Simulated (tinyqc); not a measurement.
Worked calculation: Hueckel theory of the pi electrons with the omega technique, for the molecule [CH2]C=C (SMILES; centres numbered as the heavy atoms are written). Computed by tinyqc, a small Python program that keeps every step. Settings: charge = 0, omega = 1.0, damping = 0.7. Command: `OMP_NUM_THREADS=1 python tinyqc.py 23511 23512 out.jsonl` (the two numbers bound the seeds that draw the settings). One thread of a shared host (Intel(R) Xeon(R) Processor @ 2.60GHz), about 0.01 s of CPU time with the checks.

## The Hueckel matrix

Centres:
```
centre  z_r, pi electrons of the neutral centre       h
1C                                            1  0.0000
2C                                            1  0.0000
3C                                            1  0.0000
```

Bonds:
```
i  j  k
1  2  1
2  3  1
```

H_rr = alpha + h_r beta, H_rs = k_rs beta for bonded centres.

Hueckel matrix in units of beta (H = alpha + beta A), lower triangle:
```
        1C      2C      3C
1C  0.0000
2C  1.0000  0.0000
3C  0.0000  1.0000  0.0000
```

## Orbitals, round 1

pi electrons, sum of z_r less the charge = 3

Diagonalise; E = alpha + x beta with beta < 0, so the largest x are filled first; degenerate levels share their electrons. P = sum n_i c_ri c_si; each orbital has its largest coefficient positive (the first on a tie).

x values: 1.4142  0.0000  -1.4142

occupations: 2.0000  1.0000  0.0000

coefficients:
```
       MO1      MO2      MO3
1C  0.5000   0.7071  -0.5000
2C  0.7071   0.0000   0.7071
3C  0.5000  -0.7071  -0.5000
```

charge and bond-order matrix P, lower triangle:
```
        1C      2C      3C
1C  1.0000
2C  0.7071  1.0000
3C  0.0000  0.7071  1.0000
```

## Omega technique, round 1

h_r = h_r(0) + omega q_r, omega = 1, with q_r = z_r - P_rr; 0.7 of the old diagonal is kept.

matrix after round 1, lower triangle:
```
        1C      2C      3C
1C  0.0000
2C  1.0000  0.0000
3C  0.0000  1.0000  0.0000
```

## Convergence

Each round sets h_r = h_r(0) + omega (z_r - P_rr), keeping the share named as damping of the old diagonal; repeat until output and input diagonals agree to 1e-6.

Rounds:
```
round  sum n x  largest |h(out) - h(in)|
1       2.8284                  9.99e-16
```

Converged in 1 rounds.

## Energy, charges, bond orders

E = sum n x; q_r = z_r - P_rr; bond order p = P_rs; free valence = sqrt(3) - sum of p over the bonds of the atom.

pi energy = 3 alpha + this times beta = 2.8284

pi charges: 1C 0.0000, 2C 0.0000, 3C 0.0000

Bond orders and lengths from R = 1.517 - 0.180 p (angstrom, C-C alone):
```
bond       p       R
1-2   0.7071  1.3897
2-3   0.7071  1.3897
```

free valence of the carbons: 1C 1.0249, 2C 0.3178, 3C 1.0249

gap between the highest filled and the next level = 1.4142 |beta|
